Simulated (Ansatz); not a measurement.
## SiN, quartet in cc-pVDZ: errors against UCCSDT(Q)

Geometry: a PBE0/def2-TZVP stationary point for this spin.

```xyz
2

Si    0.0000    0.0000    0.0000
N     0.0000    0.0000    1.8891
```

Basis cc-pVDZ; Ansatz 0.2.0. Only valence electrons are correlated (noble-gas cores frozen), which leaves 9 electrons in 26 orbitals. R marks a restricted (for open shells ROHF) determinant, U an unrestricted one. Active spaces: valence = (9e, 8o) chosen from the atoms' valence shells.

Full CI isn't at hand for all of this; UCCSDT(Q) serves as the reference, and is uncertain by about the last step of the cluster series. The frozen core follows each run's orbitals, which can shift R against U totals by a few meV.

For open shells CISD is restricted-active-space CI with the open shells as a complete middle space.

```
UHF ⟨S²⟩                          : 3.798
T1 diagnostic (RCCSD)             : 0.0267
largest doubles amplitude (RCCSD) : 0.061
T1 diagnostic (UCCSD)             : 0.0232
```

```tsv
level	E − E(UCCSDT(Q)) (kJ/mol)	share of correlation (%)	wall time
RHF	525.5	0.00	–
UHF	497.4	5.34	–
RMP2	106.8	79.68	–
UMP2	108.7	79.32	–
CISD	46.2	91.21	1.8 s
RCCSD	16.6	96.84	–
UCCSD	16.0	96.95	–
RCCSD(T)	4.2	99.20	3.2 s
UCCSD(T)	4.1	99.22	4 s
BCCD(T)	4.3	99.18	2.8 s
RCCSDT	1.1	99.80	–
UCCSDT	0.9	99.82	–
RCCSDT(Q)	0.2	99.97	7.5 s
CASSCF (valence space)†	407.9	–	–
NEVPT2 (valence space)†	75.7	–	2.4 s
MRCISD (valence space)†	19.3	–	–
MRCISD+Q (valence space)†	-8.9	–	3.2 s
```

A dagger marks rows that describe another state than the reference (another or a broken symmetry, a higher spin or other natural occupations), so the difference isn't the method's error.

The correlation energy at UCCSDT(Q), counted from RHF, is -5.446 eV. That run took 8.5 s on 1 thread of Arm Neoverse V1, shared host.

Times hold each run's SCF and search for its determinant on a shared host, so for small cases they say little of a method's own cost; they ran on 1 thread of Arm Neoverse V1.
